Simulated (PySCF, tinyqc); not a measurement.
Inside a calculation (part 2 of 2). Method: CIS and TDHF on RHF in the sto-3g basis, frozen core, for CH2, spin multiplicity 1. The lowest restricted solution is unstable here: a spin-polarised one lies 0.0371 hartree lower (PySCF). Computed by tinyqc, a small Python program that keeps every step (integrals from PySCF). Command: `OMP_NUM_THREADS=1 python tinyqc.py 30180 30181 out.jsonl` (the two numbers bound the seeds that draw the settings). One thread of a shared host (Intel(R) Xeon(R) Processor @ 2.60GHz), about 0.08 s of CPU time with the checks.

Geometry (angstrom):
```
atom         x          y         z
C     0.000000   0.000000  0.000000
H     0.000000   0.841000  0.574000
H     0.000000  -0.841000  0.574000
```

## CIS matrix, triplets

orbital energies (hartree): MO1 -10.999574, MO2 -0.869699, MO3 -0.557143, MO4 -0.302243, MO5 0.223543, MO6 0.771730, MO7 0.807135

Two-electron integrals over orbitals (pq|rs), unique and non-zero (hartree); the lowest 1 orbital is frozen and left out:
```
(22|22) 0.569417    (32|32) 0.149485    (33|22) 0.537258    (33|33) 0.547913
(42|22) 0.038704    (42|33) 0.021853    (42|42) 0.066720    (43|32) 0.013678
(43|43) 0.030210    (44|22) 0.497920    (44|33) 0.480816    (44|42) -0.076409
(44|44) 0.690781    (52|52) 0.087701    (53|53) 0.021923    (54|52) -0.039020
(54|54) 0.054648    (55|22) 0.548068    (55|33) 0.501577    (55|42) -0.034771
(55|44) 0.590162    (55|55) 0.672833    (62|22) 0.080388    (62|33) 0.030079
(62|42) 0.000409    (62|44) 0.080859    (62|55) 0.124607    (62|62) 0.098675
(63|32) -0.068090   (63|43) -0.021276   (63|63) 0.078736    (64|22) 0.028488
(64|33) 0.006659    (64|42) -0.001424   (64|44) 0.050195    (64|55) 0.038479
(64|62) 0.042216    (64|64) 0.026865    (65|52) 0.059211    (65|54) -0.017945
(65|65) 0.048921    (66|22) 0.561544    (66|33) 0.534710    (66|42) 0.057482
(66|44) 0.464350    (66|55) 0.519739    (66|62) 0.062447    (66|64) 0.021878
(66|66) 0.594884    (72|32) -0.011474   (72|43) -0.031047   (72|63) 0.048058
(72|72) 0.052000    (73|22) 0.038588    (73|33) 0.027123    (73|42) -0.055421
(73|44) 0.125877    (73|55) 0.116596    (73|62) 0.072359    (73|64) 0.032646
(73|66) 0.000022    (73|73) 0.116830    (74|32) -0.071495   (74|43) 0.016839
(74|63) 0.033323    (74|72) -0.007738   (74|74) 0.063943    (75|53) 0.018268
(75|75) 0.021406    (76|32) 0.113960    (76|43) 0.024957    (76|63) -0.074583
(76|72) -0.032807   (76|74) -0.049934   (76|76) 0.111753    (77|22) 0.531782
(77|33) 0.541469    (77|42) -0.006477   (77|44) 0.538421    (77|55) 0.535158
(77|62) 0.041983    (77|64) 0.011768    (77|66) 0.534318    (77|73) 0.059507
(77|77) 0.575575
```

A(ia,jb) = (e_a - e_i) d_ij d_ab - (ij|ab).

CIS matrix A, triplet (hartree):
```
          2>5        2>6        2>7       3>5        3>6        3>7        4>5        4>6
2>5  0.545174   0.000000   0.000000  0.000000   0.000000   0.000000   0.034771   0.000000
2>6  0.000000   1.079885   0.000000  0.000000   0.000000  -0.113960   0.000000  -0.057482
2>7  0.000000   0.000000   1.145052  0.000000  -0.113960   0.000000   0.000000   0.000000
3>5  0.000000   0.000000   0.000000  0.279109   0.000000   0.000000   0.000000   0.000000
3>6  0.000000   0.000000  -0.113960  0.000000   0.794163   0.000000   0.000000   0.000000
3>7  0.000000  -0.113960   0.000000  0.000000   0.000000   0.822809   0.000000  -0.024957
4>5  0.034771   0.000000   0.000000  0.000000   0.000000   0.000000  -0.064375   0.000000
4>6  0.000000  -0.057482   0.000000  0.000000   0.000000  -0.024957   0.000000   0.609624
4>7  0.000000   0.000000   0.006477  0.000000  -0.024957   0.000000   0.000000   0.000000

           4>7
2>5   0.000000
2>6   0.000000
2>7   0.006477
3>5   0.000000
3>6  -0.024957
3>7   0.000000
4>5   0.000000
4>6   0.000000
4>7   0.570958
```

## CIS triplet states

Diagonalise A (1 hartree = 27.211386 eV); each vector has its largest component positive (the first on a tie).

triplet excitation energies (eV): [-1.805544, 7.594935, 14.888729, 15.459609, 16.202253, 20.760561, 21.492408, 30.668984, 32.085119]

lowest vectors, order 2>5, 2>6, 2>7, 3>5, 3>6, 3>7, 4>5, 4>6, 4>7:
$$\begin{pmatrix}
-0.056767 & 0.000000 & 0.998387 & 0.000000 & 0.000000 & 0.000000 \\
0.000000 & 0.000000 & 0.000000 & 0.000000 & 0.158802 & 0.000000 \\
0.000000 & 0.000000 & 0.000000 & 0.011675 & 0.000000 & 0.285705 \\
0.000000 & 1.000000 & 0.000000 & 0.000000 & 0.000000 & 0.000000 \\
0.000000 & 0.000000 & 0.000000 & 0.115554 & 0.000000 & 0.951506 \\
0.000000 & 0.000000 & 0.000000 & 0.000000 & 0.186011 & 0.000000 \\
0.998387 & 0.000000 & 0.056767 & 0.000000 & 0.000000 & 0.000000 \\
0.000000 & 0.000000 & 0.000000 & 0.000000 & 0.969630 & 0.000000 \\
0.000000 & 0.000000 & 0.000000 & 0.993233 & 0.000000 & -0.114058
\end{pmatrix}$$

A negative triplet energy shows that the restricted solution is unstable towards a spin-polarised one.

## TDHF (RPA) triplet states

B(ia,jb) = - (ib|ja); the squared energies are the eigenvalues of (A - B)(A + B); 1 hartree = 27.211386 eV.

TDHF matrix B, triplet (hartree):
```
           2>5        2>6        2>7        3>5        3>6        3>7        4>5        4>6
2>5  -0.087701   0.000000   0.000000   0.000000   0.000000   0.000000   0.039020   0.000000
2>6   0.000000  -0.098675   0.000000   0.000000   0.000000  -0.048058   0.000000  -0.042216
2>7   0.000000   0.000000  -0.052000   0.000000  -0.072359   0.000000   0.000000   0.000000
3>5   0.000000   0.000000   0.000000  -0.021923   0.000000   0.000000   0.000000   0.000000
3>6   0.000000   0.000000  -0.072359   0.000000  -0.078736   0.000000   0.000000   0.000000
3>7   0.000000  -0.048058   0.000000   0.000000   0.000000  -0.116830   0.000000  -0.033323
4>5   0.039020   0.000000   0.000000   0.000000   0.000000   0.000000  -0.054648   0.000000
4>6   0.000000  -0.042216   0.000000   0.000000   0.000000  -0.033323   0.000000  -0.026865
4>7   0.000000   0.000000   0.007738   0.000000  -0.032646   0.000000   0.000000   0.000000

           4>7
2>5   0.000000
2>6   0.000000
2>7   0.007738
3>5   0.000000
3>6  -0.032646
3>7   0.000000
4>5   0.000000
4>6   0.000000
4>7  -0.063943
```

squared energies w^2 (hartree^2): [0.001281, 0.077421, 0.288773, 0.316528, 0.345352, 0.566572, 0.604738, 1.264033, 1.386321]

TDHF energies from the positive w^2 (eV): [0.973765, 7.571471, 14.622745, 15.309351, 15.991218, 20.482277, 21.160905, 30.593552, 32.039264]

A + B or A - B has a negative eigenvalue: the restricted solution is unstable towards a spin-polarised one, a negative w^2 means an imaginary energy, and the lowest roots have no physical meaning.
